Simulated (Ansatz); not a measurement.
hcp Tl was calculated with PBE-D4 in Ansatz (PAW).

Settings: plane-wave cutoff 520 eV, 18×18×10 k mesh (along the axes of the cell as run), Fermi–Dirac smearing 0.05 eV, scalar-relativistic PAW data made under PBE.

Properties against volume:

Shape and atoms are relaxed at each volume.

```tsv
V (Å³/atom)	P (GPa)	c (Å)	a (Å)
28.381	1.48	5.504	3.451
28.973	0.69	5.533	3.477
29.564	0.00	5.562	3.504
30.155	-0.60	5.589	3.530
30.747	-1.14	5.616	3.556
```

Note: the bulk modulus comes from volumes at which shape and atoms were relaxed.

Ansatz is a quantum-chemistry and plane-wave program.
